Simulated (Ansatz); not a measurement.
# Si3: the cost of one run

The runs use Ansatz 0.2.0, Gaussian basis; cc-pVTZ, core rule «outside noble gas», up to 15 orbitals frozen.

To be run: UHF; CCSD(T) on ROHF; CCSD(T) on UHF; BCCD(T) on ROHF; CCSDT(Q) on ROHF; CCSDT(Q) on UHF; CASSCF and NEVPT2, 11 electrons in 12 orbitals.

4 further runs of the same task are left out: 4 set aside as unsound or not needed.

### Step 1. What is computed

The geometry is a PBE0/def2-TZVP stationary point (not a proven minimum) of the parent state, kept for this charge and spin.

3 atoms, charge 1, spin multiplicity 2.

Atoms are counted from 1 here; the program's logs count them from 0.

Bond lengths: Si1–Si2 2.170 Å, Si2–Si3 2.170 Å. Angles: Si1–Si2–Si3 78.5°.

### Step 2. UHF

The input, in.yaml:

```yaml
crystal:
  periodic: [false, false, false]
  atoms:
    - {symbol: Si, position_ang: [0.000000, -0.560103, 1.373751]}
    - {symbol: Si, position_ang: [0.000000, 1.120206, 0.000000]}
    - {symbol: Si, position_ang: [0.000000, -0.560103, -1.373751]}
basis:
  gaussian: {orbitals: cc-pVTZ}
total_charge: 1
magnetization: {spin_polarized: true, initial_magnetization: 1}
hamiltonian: {xc: hf}
output: {orbitals: {seedname: orbitals}}
```

Launch:

```bash
$ ansatz run in.yaml --threads 1 --pin off --events-out ev --progress --plain --max-ram 3968MiB --backend cpu
```

**Question.** How long does this run take on 1 thread of AMD EPYC 7R13, shared host, and how much memory does it need?

About 36 s, with a peak of 0.33 GiB.
